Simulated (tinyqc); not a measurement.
RHF in the sto-3g basis, for CH3+, spin multiplicity 1, step by step (part 2 of 2). Computed by tinyqc, a small Python program that keeps every step (integrals from PySCF). Command: `OMP_NUM_THREADS=1 python tinyqc.py 26784 26785 out.jsonl` (the two numbers bound the seeds that draw the settings). One thread of a shared host (Intel(R) Xeon(R) Processor @ 2.60GHz), about 0.07 s of CPU time with the checks.

Geometry (angstrom):

| atom | x | y | z |
|---|---|---|---|
| C | 0.00000 | 0.00000 | 0.07100 |
| H | 1.14000 | 0.00000 | 0.00000 |
| H | -0.57000 | 0.98800 | 0.00000 |
| H | -0.57000 | -0.98800 | 0.00000 |

## Iteration 1: diagonalisation and new density

Fock matrix F (hartree):
```
            1C 1s     1C 2s    1C 2px    1C 2py    1C 2pz     2H 1s     3H 1s     4H 1s
1C 1s   -12.19509  -2.87435  -0.02090   0.00387   0.09690  -0.66085  -0.65804  -0.64940
1C 2s    -2.87435  -1.88059  -0.07013   0.06331   0.02521  -0.78738  -0.76523  -0.83285
1C 2px   -0.02090  -0.07013  -1.00725  -0.10158   0.04567  -0.66812   0.22119   0.26227
1C 2py    0.00387   0.06331  -0.10158  -0.68211  -0.03839  -0.05282  -0.31975   0.47167
1C 2pz    0.09690   0.02521   0.04567  -0.03839  -0.85544  -0.00321  -0.05508   0.13190
2H 1s    -0.66085  -0.78738  -0.66812  -0.05282  -0.00321  -0.76923  -0.21608  -0.18930
3H 1s    -0.65804  -0.76523   0.22119  -0.31975  -0.05508  -0.21608  -0.67845  -0.28958
4H 1s    -0.64940  -0.83285   0.26227   0.47167   0.13190  -0.18930  -0.28958  -0.84175
```

X:
```
           1C 1s     1C 2s    1C 2px    1C 2py    1C 2pz     2H 1s     3H 1s     4H 1s
1C 1s    1.02823  -0.16350  -0.00002   0.00000   0.00202   0.02498   0.02497   0.02497
1C 2s   -0.16350   1.37434   0.00029   0.00000  -0.02069  -0.31150  -0.31106  -0.31106
1C 2px  -0.00002   0.00029   1.16999   0.00000  -0.00002  -0.32079   0.16015   0.16015
1C 2py   0.00000   0.00000   0.00000   1.16994   0.00000   0.00000  -0.27758   0.27758
1C 2pz   0.00202  -0.02069  -0.00002   0.00000   1.00122   0.01848   0.01845   0.01845
2H 1s    0.02498  -0.31150  -0.32079   0.00000   0.01848   1.23117  -0.02796  -0.02796
3H 1s    0.02497  -0.31106   0.16015  -0.27758   0.01845  -0.02796   1.23073  -0.02796
4H 1s    0.02497  -0.31106   0.16015   0.27758   0.01845  -0.02796  -0.02796   1.23073
```

D at the start:
```
           1C 1s     1C 2s    1C 2px    1C 2py    1C 2pz     2H 1s     3H 1s     4H 1s
1C 1s    1.87862  -1.66096   0.02721  -0.03753  -0.18847   0.47251   0.57239   0.38776
1C 2s   -1.66096   1.67214  -0.01074   0.19064  -0.31524  -0.61555  -1.00608  -0.21608
1C 2px   0.02721  -0.01074   1.34360   0.29004  -0.37436   0.26617   0.49233   0.82460
1C 2py  -0.03753   0.19064   0.29004   0.33743  -0.33404   0.20820  -0.65941  -0.01728
1C 2pz  -0.18847  -0.31524  -0.37436  -0.33404   1.31703   0.56399   0.74505  -0.73159
2H 1s    0.47251  -0.61555   0.26617   0.20820   0.56399   0.99556  -0.00621  -0.41647
3H 1s    0.57239  -1.00608   0.49233  -0.65941   0.74505  -0.00621   2.47282   0.77251
4H 1s    0.38776  -0.21608   0.82460  -0.01728  -0.73159  -0.41647   0.77251   1.13852
```

overlap S:
```
          1C 1s    1C 2s    1C 2px    1C 2py    1C 2pz     2H 1s     3H 1s     4H 1s
1C 1s   1.00000  0.24836   0.00000   0.00000   0.00000   0.05514   0.05505   0.05505
1C 2s   0.24836  1.00000   0.00000   0.00000   0.00000   0.46113   0.46078   0.46078
1C 2px  0.00000  0.00000   1.00000   0.00000   0.00000   0.44793  -0.22373  -0.22373
1C 2py  0.00000  0.00000   0.00000   1.00000   0.00000   0.00000   0.38779  -0.38779
1C 2pz  0.00000  0.00000   0.00000   0.00000   1.00000  -0.02790  -0.02787  -0.02787
2H 1s   0.05514  0.46113   0.44793   0.00000  -0.02790   1.00000   0.12421   0.12421
3H 1s   0.05505  0.46078  -0.22373   0.38779  -0.02787   0.12421   1.00000   0.12399
4H 1s   0.05505  0.46078  -0.22373  -0.38779  -0.02787   0.12421   0.12399   1.00000
```

Diagonalise F' = X^T F X, C = X C', fill 4 alpha and 4 beta electrons from the bottom; D = 2 C_occ C_occ^T; the new density keeps 0.3 of the old one (damping). Each column has its largest component positive (the first on a tie).

F' = X^T F X (hartree):
```
           1         2         3         4         5         6         7         8
1  -12.06059  -1.20467  -0.01490   0.00004   0.09547  -0.13511  -0.14315  -0.12408
2   -1.20467  -1.10262  -0.04075   0.05044   0.00586  -0.30951  -0.30018  -0.33906
3   -0.01490  -0.04075  -0.78752  -0.08705   0.06416  -0.43694   0.13124   0.10492
4    0.00004   0.05044  -0.08705  -0.49211   0.00731  -0.05309  -0.21075   0.30482
5    0.09547   0.00586   0.06416   0.00731  -0.85566  -0.04586  -0.08042   0.13278
6   -0.13511  -0.30951  -0.43694  -0.05309  -0.04586  -0.32997  -0.04201  -0.01188
7   -0.14315  -0.30018   0.13124  -0.21075  -0.08042  -0.04201  -0.35852  -0.11494
8   -0.12408  -0.33906   0.10492   0.30482   0.13278  -0.01188  -0.11494  -0.46642
```

orbital energies (hartree): MO1 -12.19953, MO2 -1.32766, MO3 -1.10470, MO4 -0.92623, MO5 -0.68729, MO6 -0.21332, MO7 -0.00502, MO8 0.01033

coefficients C:
```
             MO1       MO2       MO3       MO4       MO5       MO6       MO7       MO8
1C 1s    1.00495  -0.21515   0.03263  -0.01863  -0.03234  -0.14889   0.06288   0.03270
1C 2s   -0.02573   0.84210  -0.15044   0.10613   0.12711   1.06249  -0.50280  -0.25488
1C 2px   0.00236   0.21146   0.70841  -0.18949  -0.19883  -0.45332  -0.63268  -0.54342
1C 2py  -0.00083  -0.05724   0.27004   0.14373   0.64247  -0.09291  -0.59067   0.80976
1C 2pz  -0.00790  -0.03826   0.00217   0.88427  -0.43160  -0.11045  -0.12655   0.07707
2H 1s    0.00680   0.07210   0.29361   0.08665  -0.08933  -0.09943   1.04508   0.71360
3H 1s    0.00869   0.08004  -0.08305   0.21676   0.26479  -0.84934   0.46920  -0.80291
4H 1s    0.00721   0.16970  -0.18828  -0.27565  -0.18839  -0.94385  -0.49638   0.63534
```

D after iteration 1:
```
           1C 1s     1C 2s    1C 2px    1C 2py    1C 2pz     2H 1s     3H 1s     4H 1s
1C 1s    2.04425  -0.79778  -0.01490   0.01340  -0.07909   0.14075   0.15039   0.07394
1C 2s   -0.79778   1.54281   0.06863  -0.04578  -0.00846  -0.14887  -0.15807   0.13368
1C 2px  -0.01490   0.06863   1.21854   0.29975  -0.35610   0.36942   0.03156   0.18404
1C 2py   0.01340  -0.04578   0.29975   0.23683   0.08161   0.18511  -0.19203  -0.14544
1C 2pz  -0.07909  -0.00846  -0.35610   0.08161   1.49196   0.27343   0.48722  -0.57047
2H 1s    0.14075  -0.14887   0.36942   0.18511   0.27343   0.43721  -0.00154  -0.21858
3H 1s    0.15039  -0.15807   0.03156  -0.19203   0.48722  -0.00154   0.82635   0.18910
4H 1s    0.07394   0.13368   0.18404  -0.14544  -0.57047  -0.21858   0.18910   0.53795
```

## Iteration 2: building the Fock matrix

core Hamiltonian H = T + V (hartree):
```
            1C 1s     1C 2s    1C 2px    1C 2py    1C 2pz     2H 1s     3H 1s     4H 1s
1C 1s   -19.15099  -4.62319  -0.00003   0.00000   0.00287  -1.03544  -1.03392  -1.03392
1C 2s    -4.62319  -6.07611  -0.00022   0.00000   0.03008  -2.43960  -2.43729  -2.43729
1C 2px   -0.00003  -0.00022  -5.08593   0.00000   0.00002  -2.04325   1.02030   1.02030
1C 2py    0.00000   0.00000   0.00000  -5.08593   0.00000   0.00000  -1.76862   1.76862
1C 2pz    0.00287   0.03008   0.00002   0.00000  -4.91386   0.13400   0.13383   0.13383
2H 1s    -1.03544  -2.43960  -2.04325   0.00000   0.13400  -3.73324  -0.63286  -0.63286
3H 1s    -1.03392  -2.43729   1.02030  -1.76862   0.13383  -0.63286  -3.73171  -0.63174
4H 1s    -1.03392  -2.43729   1.02030   1.76862   0.13383  -0.63286  -0.63174  -3.73171
```

nuclear repulsion = 9.1399017 hartree

Given earlier and not repeated: Two-electron integrals (ij|kl) in chemists' order.

J_ij = sum D_kl (ij|kl), K_ij = sum D_kl (ik|jl); F = H + J - 0.5 K; E = tr D H + tr D J / 2 - 0.25 tr D K + E_nn.

Coulomb J (hartree):
```
           1C 1s     1C 2s    1C 2px    1C 2py    1C 2pz     2H 1s     3H 1s     4H 1s
1C 1s   11.06176   2.14335   0.01102  -0.00664  -0.00240   0.47844   0.47509   0.47650
1C 2s    2.14335   5.03187   0.04990  -0.03320  -0.00601   2.01843   1.96370   1.99403
1C 2px   0.01102   0.04990   5.06690   0.02576  -0.01977   1.85103  -0.87596  -0.89875
1C 2py  -0.00664  -0.03320   0.02576   4.99230   0.02339  -0.00246   1.52273  -1.57075
1C 2pz  -0.00240  -0.00601  -0.01977   0.02339   5.01999  -0.11963  -0.10321  -0.11868
2H 1s    0.47844   2.01843   1.85103  -0.00246  -0.11963   3.53116   0.49859   0.50250
3H 1s    0.47509   1.96370  -0.87596   1.52273  -0.10321   0.49859   3.39228   0.49484
4H 1s    0.47650   1.99403  -0.89875  -1.57075  -0.11868   0.50250   0.49484   3.47086
```

exchange K (hartree):
```
           1C 1s     1C 2s    1C 2px    1C 2py    1C 2pz     2H 1s     3H 1s     4H 1s
1C 1s    6.64843   0.94811   0.02688  -0.00157  -0.06791   0.23399   0.22454   0.22213
1C 2s    0.94811   1.48818   0.14052  -0.10067   0.01403   0.70856   0.60036   0.71605
1C 2px   0.02688   0.14052   1.36497   0.24857  -0.16002   0.75435  -0.17522  -0.31069
1C 2py  -0.00157  -0.10067   0.24857   0.59815   0.25817   0.10162   0.14912  -0.40485
1C 2pz  -0.06791   0.01403  -0.16002   0.25817   1.28136  -0.01957   0.19087  -0.20922
2H 1s    0.23399   0.70856   0.75435   0.10162  -0.01957   0.93918   0.18629   0.13615
3H 1s    0.22454   0.60036  -0.17522   0.14912   0.19087   0.18629   0.67528   0.26796
4H 1s    0.22213   0.71605  -0.31069  -0.40485  -0.20922   0.13615   0.26796   0.86150
```

Fock matrix F (hartree):
```
            1C 1s     1C 2s    1C 2px    1C 2py    1C 2pz     2H 1s     3H 1s     4H 1s
1C 1s   -11.41345  -2.95389  -0.00245  -0.00585   0.03443  -0.67400  -0.67110  -0.66849
1C 2s    -2.95389  -1.78832  -0.02058   0.01713   0.01705  -0.77544  -0.77377  -0.80128
1C 2px   -0.00245  -0.02058  -0.70152  -0.09853   0.06025  -0.56939   0.23195   0.27689
1C 2py   -0.00585   0.01713  -0.09853  -0.39270  -0.10569  -0.05327  -0.32044   0.40030
1C 2pz    0.03443   0.01705   0.06025  -0.10569  -0.53455   0.02415  -0.06481   0.11976
2H 1s    -0.67400  -0.77544  -0.56939  -0.05327   0.02415  -0.67168  -0.22742  -0.19843
3H 1s    -0.67110  -0.77377   0.23195  -0.32044  -0.06481  -0.22742  -0.67707  -0.27089
4H 1s    -0.66849  -0.80128   0.27689   0.40030   0.11976  -0.19843  -0.27089  -0.69160
```

total energy of this density = -35.1375070 hartree

This density is a damped mixture and is not idempotent.

## Iteration 2: diagonalisation and new density

As before.

F' = X^T F X (hartree):
```
           1         2         3         4         5         6         7         8
1  -11.20770  -1.45431   0.00053  -0.00759   0.03606  -0.10616  -0.10421  -0.09889
2   -1.45431  -0.88218  -0.01052   0.00862  -0.00702  -0.37082  -0.34597  -0.39436
3    0.00053  -0.01052  -0.41659  -0.08854   0.07049  -0.46247   0.18923   0.19336
4   -0.00759   0.00862  -0.08854  -0.13310  -0.07213  -0.04170  -0.28076   0.34769
5    0.03606  -0.00702   0.07049  -0.07213  -0.53359  -0.00784  -0.06378   0.11121
6   -0.10616  -0.37082  -0.46247  -0.04170  -0.00784  -0.21460  -0.05403  -0.03580
7   -0.10421  -0.34597   0.18923  -0.28076  -0.06378  -0.05403  -0.31928  -0.08059
8   -0.09889  -0.39436   0.19336   0.34769   0.11121  -0.03580  -0.08059  -0.26571
```

orbital energies (hartree): MO1 -11.41511, MO2 -1.16002, MO3 -0.88117, MO4 -0.71635, MO5 -0.42559, MO6 0.08460, MO7 0.25159, MO8 0.28931

coefficients C:
```
             MO1       MO2       MO3       MO4       MO5       MO6       MO7       MO8
1C 1s    0.99650  -0.22746   0.00169  -0.00502  -0.01028  -0.19313   0.03986   0.04565
1C 2s    0.01511   0.75751  -0.00816   0.00955   0.07953   1.20912  -0.27315  -0.29897
1C 2px   0.00018   0.04869   0.63240  -0.16174   0.01532  -0.31478  -0.95052  -0.30302
1C 2py   0.00061  -0.02068   0.20570   0.33460  -0.31425   0.21744  -0.33415   1.05379
1C 2pz  -0.00334  -0.01572  -0.00672   0.63073   0.76649  -0.11007  -0.07293   0.02889
2H 1s   -0.00187   0.14293   0.38799  -0.02245   0.11658  -0.40772   1.09813   0.40131
3H 1s   -0.00226   0.17169  -0.12559   0.42825  -0.39945  -0.92369  -0.03785  -0.68835
4H 1s   -0.00190   0.19990  -0.26271  -0.33213   0.15120  -0.71279  -0.54045   0.82120
```

D after iteration 2:
```
           1C 1s     1C 2s    1C 2px    1C 2py    1C 2pz     2H 1s     3H 1s     4H 1s
1C 1s    2.07597  -0.45956  -0.01709   0.00960  -0.02782  -0.00483  -0.01601  -0.04241
1C 2s   -0.45956   1.26674   0.06284  -0.03353  -0.01077   0.10215   0.14177   0.25062
1C 2px  -0.01709   0.06284   0.96541   0.19487  -0.25667   0.46916  -0.18699  -0.08855
1C 2py   0.00960  -0.03353   0.19487   0.28763   0.31846   0.15261   0.10186  -0.28066
1C 2pz  -0.02782  -0.01077  -0.25667   0.31846   1.00497   0.05542   0.52174  -0.46634
2H 1s   -0.00483   0.10215   0.46916   0.15261   0.05542   0.37123  -0.04778  -0.15783
3H 1s   -0.01601   0.14177  -0.18699   0.10186   0.52174  -0.04778   0.56802  -0.04816
4H 1s   -0.04241   0.25062  -0.08855  -0.28066  -0.46634  -0.15783  -0.04816   0.46840
```

## Iteration 21 (converged): orbitals

converged F (hartree):
```
            1C 1s     1C 2s    1C 2px    1C 2py    1C 2pz     2H 1s     3H 1s     4H 1s
1C 1s   -11.57781  -3.09722  -0.00001   0.00000  -0.00094  -0.70016  -0.69914  -0.69914
1C 2s    -3.09722  -1.92663  -0.00019   0.00000   0.02419  -0.85655  -0.85581  -0.85581
1C 2px   -0.00001  -0.00019  -0.75161   0.00000   0.00003  -0.60476   0.30206   0.30206
1C 2py    0.00000   0.00000   0.00000  -0.75156   0.00000   0.00000  -0.52358   0.52358
1C 2pz   -0.00094   0.02419   0.00003   0.00000  -0.22867   0.03197   0.03192   0.03192
2H 1s    -0.70016  -0.85655  -0.60476   0.00000   0.03197  -0.76495  -0.23450  -0.23450
3H 1s    -0.69914  -0.85581   0.30206  -0.52358   0.03192  -0.23450  -0.76434  -0.23409
4H 1s    -0.69914  -0.85581   0.30206   0.52358   0.03192  -0.23450  -0.23409  -0.76434
```

Diagonalise F' = X^T F X, C = X C', fill 4 alpha and 4 beta electrons from the bottom; D = 2 C_occ C_occ^T. Each column has its largest component positive (the first on a tie).

F' = X^T F X (hartree):
```
           1         2         3         4         5         6         7         8
1  -11.33988  -1.59017  -0.00001   0.00000   0.00083  -0.08997  -0.08966  -0.08966
2   -1.59017  -0.93189   0.00016   0.00000  -0.00496  -0.42278  -0.42235  -0.42235
3   -0.00001   0.00016  -0.43025   0.00000   0.00000  -0.48796   0.24373   0.24373
4    0.00000   0.00000   0.00000  -0.43027   0.00000   0.00000  -0.42237   0.42237
5    0.00083  -0.00496   0.00000   0.00000  -0.22676   0.02259   0.02254   0.02254
6   -0.08997  -0.42278  -0.48796   0.00000   0.02259  -0.27648  -0.05246  -0.05246
7   -0.08966  -0.42235   0.24373  -0.42237   0.02254  -0.05246  -0.27661  -0.05245
8   -0.08966  -0.42235   0.24373   0.42237   0.02254  -0.05246  -0.05245  -0.27661
```

orbital energies (hartree): MO1 -11.58356, MO2 -1.25376, MO3 -0.93341, MO4 -0.93336, MO5 -0.22910, MO6 0.18641, MO7 0.27893, MO8 0.27910

coefficients C:
```
             MO1       MO2       MO3       MO4       MO5       MO6       MO7       MO8
1C 1s    0.99305  -0.23376   0.00012   0.00000  -0.01979  -0.21133   0.00000  -0.00091
1C 2s    0.03076   0.74426  -0.00053   0.00000   0.09860   1.28136   0.00000   0.00592
1C 2px   0.00001   0.00031   0.64194   0.00000   0.00002  -0.00399   0.00000   1.05403
1C 2py   0.00000   0.00000   0.00000   0.64195   0.00000   0.00000   1.05393   0.00000
1C 2pz  -0.00043  -0.01619  -0.00002   0.00000   0.99470  -0.11920   0.00000  -0.00051
2H 1s   -0.00583   0.17995   0.41687   0.00000  -0.03690  -0.72015   0.00000  -0.99602
3H 1s   -0.00582   0.17967  -0.20856   0.36105  -0.03695  -0.72601  -0.85956   0.49316
4H 1s   -0.00582   0.17967  -0.20857  -0.36105  -0.03695  -0.72601   0.85956   0.49316
```

D after iteration 21:
```
           1C 1s     1C 2s    1C 2px    1C 2py    1C 2pz     2H 1s     3H 1s     4H 1s
1C 1s    2.08160  -0.28686   0.00002   0.00000   0.00671  -0.09560  -0.09561  -0.09561
1C 2s   -0.28686   1.10975  -0.00022   0.00000  -0.02413   0.26706   0.26730   0.26730
1C 2px   0.00002  -0.00022   0.82416   0.00000  -0.00004   0.53532  -0.26766  -0.26766
1C 2py   0.00000   0.00000   0.00000   0.82419   0.00000   0.00000   0.46354  -0.46354
1C 2pz   0.00671  -0.02413  -0.00004   0.00000   0.00052  -0.00584  -0.00580  -0.00580
2H 1s   -0.09560   0.26706   0.53532   0.00000  -0.00584   0.41239  -0.10916  -0.10916
3H 1s   -0.09561   0.26730  -0.26766   0.46354  -0.00580  -0.10916   0.41233  -0.10908
4H 1s   -0.09561   0.26730  -0.26766  -0.46354  -0.00580  -0.10916  -0.10908   0.41233
```

## Convergence

Stop when the energy changes by less than 1e-08 hartree and every element of the error matrix X^T (F D S - S D F) X is below 3e-05.

Course of the cycle:

| iteration | E (hartree) | change | largest element of the error matrix |
|---|---|---|---|
| 1 | -28.3832595 | - | 9.99e+00 |
| 2 | -35.1375070 | -6.75e+00 | 3.07e+00 |
| 3 | -37.4494868 | -2.31e+00 | 9.98e-01 |
| 4 | -38.2705312 | -8.21e-01 | 3.22e-01 |
| 5 | -38.5798061 | -3.09e-01 | 1.41e-01 |
| 6 | -38.7005089 | -1.21e-01 | 6.26e-02 |
| 7 | -38.7506545 | -5.01e-02 | 2.64e-02 |
| 8 | -38.7681791 | -1.75e-02 | 8.34e-03 |
| 9 | -38.7740953 | -5.92e-03 | 2.53e-03 |
| 10 | -38.7759382 | -1.84e-03 | 7.61e-04 |
| 11 | -38.7764974 | -5.59e-04 | 2.31e-04 |
| 12 | -38.7766658 | -1.68e-04 | 6.96e-05 |
| 13 | -38.7767163 | -5.06e-05 | 2.08e-05 |
| 14 | -38.7767315 | -1.52e-05 | 6.24e-06 |
| 15 | -38.7767360 | -4.55e-06 | 1.87e-06 |
| 16 | -38.7767374 | -1.37e-06 | 5.63e-07 |
| 17 | -38.7767378 | -4.10e-07 | 1.69e-07 |
| 18 | -38.7767379 | -1.23e-07 | 5.06e-08 |
| 19 | -38.7767380 | -3.69e-08 | 1.52e-08 |
| 20 | -38.7767380 | -1.11e-08 | 4.56e-09 |
| 21 | -38.7767380 | -3.32e-09 | 1.37e-09 |

PySCF RHF in the same basis = -38.7767380 hartree

Converged in 21 iterations.

## Populations, bond orders and dipole

Mulliken: Z minus the diagonal of D S on the atom; Loewdin: the same with S^(1/2) D S^(1/2); Mayer order: 2 sum_s sum (D(s) S)_ij (D(s) S)_ji over the two atoms.

Charges (e):

| atom | Mulliken | Loewdin |
|---|---|---|
| 1C | 0.22901 | 0.43917 |
| 2H | 0.25690 | 0.18681 |
| 3H | 0.25704 | 0.18701 |
| 4H | 0.25704 | 0.18701 |

Mayer bond orders:

| pair | order |
|---|---|
| 2-1 | 0.92327 |
| 3-1 | 0.92319 |
| 3-2 | 0.00537 |
| 4-1 | 0.92319 |
| 4-2 | 0.00537 |
| 4-3 | 0.00538 |

dipole moment about the origin, x y z (debye): -0.00067  0.00000  0.22281
